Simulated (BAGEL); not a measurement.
**H2S3 at HF/STO-3G (density fitting with qzvpp-jkfit)**

Aim: the vertical ionisation energy of H2S3 at HF/STO-3G (density fitting with qzvpp-jkfit), from 2 runs. 

The results are computed with BAGEL 1.2.2.

### 1 The system as given

H2S3 has 5 atoms, charge 0, and is taken as a singlet. Geometry: relaxed at GFN2-xTB.

Bond lengths: S1–S2 2.051 Å, S2–S3 2.051 Å, S1–H4 1.338 Å, S3–H5 1.339 Å. Angles: S1–S2–S3 108.2°, S2–S1–H4 98.2°, S2–S3–H5 98.2°.

### 2 The energy at HF/STO-3G (density fitting with qzvpp-jkfit)

Contents of calc.json:

```json
{ "bagel" : [

{
  "title" : "molecule",
  "basis" : "sto-3g",
  "df_basis" : "qzvpp-jkfit",
  "angstrom" : "true",
  "geometry" : [
    { "atom" : "S", "xyz" : [       0.623850,       0.138460,       1.545950 ] },
    { "atom" : "S", "xyz" : [       0.177730,       0.953140,      -0.282180 ] },
    { "atom" : "S", "xyz" : [      -0.690650,      -0.503070,      -1.435750 ] },
    { "atom" : "H", "xyz" : [       1.854960,      -0.303010,       1.262950 ] },
    { "atom" : "H", "xyz" : [      -1.965890,      -0.285520,      -1.090980 ] }
  ]
},

{ "title" : "hf" },

{ "title" : "print", "file" : "orbitals.molden", "orbitals" : "true" }

]}
```

Command:

```
$ BAGEL_NUM_THREADS=1 BAGEL calc.json > calc.out
```

Log:

```text
* using 1 threads per process

  ===============================================================
  ===============================================================

  *** Geometry ***

  { "atom" : "S", "xyz" : [      1.178906,      0.261651,      2.921422 ] },
  { "atom" : "S", "xyz" : [      0.335861,      1.801174,     -0.533243 ] },
  { "atom" : "S", "xyz" : [     -1.305139,     -0.950665,     -2.713174 ] },
  { "atom" : "H", "xyz" : [      3.505366,     -0.572606,      2.386630 ] },
  { "atom" : "H", "xyz" : [     -3.714994,     -0.539555,     -2.061653 ] },

  Number of auxiliary basis functions:      420

  Since a DF basis is specified, we compute 2- and 3-index integrals:
    o Being stored without compression. Storage requirement is 0.003 GB

  Number of basis functions:       29
  Number of electrons      :       50

    * METHOD: MOLECULE                             0.24

  *** RHF ***

  === Nuclear Repulsion ===
   196.7418455583

      * DIIS with orbital gradients will be used.

  === RHF iteration (sto-3g) ===
      0      -1180.65512801          0.00674302           0.04
      1      -1180.67327996          0.00117120           0.04
      2      -1180.67396630          0.00022970           0.03
      3      -1180.67399836          0.00004309           0.03
      4      -1180.67399999          0.00001012           0.03
      5      -1180.67400010          0.00000230           0.03
      6      -1180.67400011          0.00000063           0.04
      7      -1180.67400011          0.00000009           0.04
      8      -1180.67400011          0.00000002           0.04
      9      -1180.67400011          0.00000000           0.04
    * SCF iteration converged.

    * Permanent dipole moment:
           (    0.026491,     0.139514,    -0.040712) a.u.

    * METHOD: HF                                   0.49

    * METHOD: PRINT                                0.00

  ===============================================================
```

Run time: 1.2 s. Hardware: 1 thread of Intel Xeon at 2.50GHz (Skylake/Cascade Lake), shared host.

### 3 The doublet cation

Contents of input.json:

```json
{ "bagel" : [

{
  "title" : "molecule",
  "basis" : "sto-3g",
  "df_basis" : "qzvpp-jkfit",
  "angstrom" : "true",
  "geometry" : [
    { "atom" : "S", "xyz" : [    0.623850,    0.138460,    1.545950 ] },
    { "atom" : "S", "xyz" : [    0.177730,    0.953140,   -0.282180 ] },
    { "atom" : "S", "xyz" : [   -0.690650,   -0.503070,   -1.435750 ] },
    { "atom" : "H", "xyz" : [    1.854960,   -0.303010,    1.262950 ] },
    { "atom" : "H", "xyz" : [   -1.965890,   -0.285520,   -1.090980 ] }
  ]
},
{ "title" : "uhf", "charge" : 1, "nopen" : 1 },
{ "title" : "print", "file" : "orbitals.molden", "orbitals" : "true" }

]}
```

Command:

```
$ BAGEL_NUM_THREADS=1 BAGEL input.json > input.out
```

Log:

```text
* using 1 threads per process

  ===============================================================
  ===============================================================

  *** Geometry ***

  { "atom" : "S", "xyz" : [      1.178906,      0.261651,      2.921422 ] },
  { "atom" : "S", "xyz" : [      0.335861,      1.801174,     -0.533243 ] },
  { "atom" : "S", "xyz" : [     -1.305139,     -0.950665,     -2.713174 ] },
  { "atom" : "H", "xyz" : [      3.505366,     -0.572606,      2.386630 ] },
  { "atom" : "H", "xyz" : [     -3.714994,     -0.539555,     -2.061653 ] },

  Number of auxiliary basis functions:      420

  Since a DF basis is specified, we compute 2- and 3-index integrals:
    o Being stored without compression. Storage requirement is 0.003 GB

  Number of basis functions:       29
  Number of electrons      :       50

    * METHOD: MOLECULE                             0.31

  *** Open-shell HF ***

  === Nuclear Repulsion ===
   196.7418455583

      * DIIS with orbital gradients will be used.

  === UHF iteration (sto-3g) ===
      0      -1180.38272668          0.02475854           0.08
      1      -1180.44162764          0.00728120           0.07
      2      -1180.45017710          0.00311675           0.09
      3      -1180.45196180          0.00142084           0.08
      4      -1180.45320623          0.00037620           0.07
      5      -1180.45339121          0.00024988           0.07
      6      -1180.45352849          0.00009178           0.07
      7      -1180.45354326          0.00003453           0.07
      8      -1180.45354964          0.00001599           0.07
      9      -1180.45355250          0.00000619           0.07
     10      -1180.45355312          0.00000340           0.07
     11      -1180.45355323          0.00000248           0.06
     12      -1180.45355328          0.00000137           0.07
     13      -1180.45355327          0.00000080           0.08
     14      -1180.45355328          0.00000045           0.07
     15      -1180.45355329          0.00000019           0.08
     16      -1180.45355329          0.00000010           0.09
     17      -1180.45355329          0.00000004           0.08
     18      -1180.45355329          0.00000002           0.10
     19      -1180.45355329          0.00000001           0.08
     20      -1180.45355329          0.00000001           0.09
    * SCF iteration converged.

    * S^2 (UHF) is 0.7661

    * Permanent dipole moment:
           (   -0.022302,    -0.122555,     0.038080) a.u.

    * METHOD: UHF                                  1.73

    * METHOD: PRINT                                0.01

  ===============================================================
```

It took 2.6 s on 1 thread of Intel Xeon at 2.50GHz (Skylake/Cascade Lake), shared host.

### 4 Outcome

Level: HF/STO-3G (density fitting with qzvpp-jkfit).

```
                                          quantity           value
                        singlet H2S3: total energy  -1180.67400 Eh
                       singlet H2S3: dipole moment          0.38 D
                         singlet H2S3: HOMO energy        -7.09 eV
                         singlet H2S3: LUMO energy         8.36 eV
                       singlet H2S3: HOMO–LUMO gap        15.45 eV
                      doublet cation: total energy  -1180.45355 Eh
                              doublet cation: ⟨S²⟩           0.766
vertical ionisation energy (to the doublet cation)        5.999 eV
```

The vertical ionisation energy comes to 6.00 eV (138 kcal/mol). The negative HOMO energy of the first species, 7.09 eV, lies 1.09 eV above that difference. In a minimal basis such a difference can be off by several eV, whatever the method.
